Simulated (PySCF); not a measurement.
## Deuteron quadrupole couplings in `C/C(=C/Cl)CCl`

Species: C4H6Cl2.
Z-matrix (Å and degrees, GFN2-xTB geometry), rows numbered from 1:
```
C 
C   1  1.4974
C   2  1.3280  1  121.23
Cl  3  1.7205  2  124.39  1  -179.98
C   2  1.4923  1  115.75  3   178.66
Cl  5  1.7997  2  109.39  1   -72.41
H   1  1.0894  2  109.93  3   117.04
H   1  1.0855  2  111.36  3    -3.77
H   1  1.0885  2  109.58  3  -124.60
H   3  1.0785  2  122.54  1    -0.63
H   5  1.0894  2  111.52  1    44.60
H   5  1.0883  2  112.22  1   169.42
```

Level: PBE0/pcSseg-1 (PySCF, non-relativistic); Q(2H) = 0.00286 b; rigid geometry, the same for H and D, with no vibrational averaging.

**Question.** Rank these positions by the coupling χzz of a deuteron there, largest first.
A. H9 (methyl hydrogen)
B. H10 (vinylic hydrogen)
C. H12 (methylene hydrogen)
D. H8 (methyl hydrogen)

**Answer.** B (219 kHz), D (213 kHz), A (207 kHz), C (199 kHz).

**Question.** Tabulate Vzz, the asymmetry η and χzz = 234.96 MHz × Q × Vzz for every hydrogen position.

**Answer.** 
```
atom  bonded to  bond length (Å)  Vzz (au)     η  χzz (kHz)
  H7         C1            1.089    0.3105  0.03        209
  H8         C1            1.086    0.3173  0.04        213
  H9         C1            1.089    0.3073  0.03        207
 H10         C3            1.078    0.3260  0.11        219
 H11         C5            1.089    0.3007  0.04        202
 H12         C5            1.088    0.2969  0.04        199
```

**Question.** A static deuteron (I = 1) shows a doublet split by (3/2)χ, (3/4)χ(1 + η) and (3/4)χ(1 − η) with the field along z, y and x of the gradient. What are these for H9?

**Answer.** With |χ| = 206.5 kHz and η = 0.028: 310, 159 and 151 kHz, to first order and without motion.

The structure is a single GFN2-xTB conformer in the gas phase; no vibrational or solvent corrections. GFN2-xTB bond lengths can be off by several hundredths of an ångström, more for odd bonds, and the gradients follow them. The basis is small and wasn't made for field gradients, so the couplings can be 20 % off.
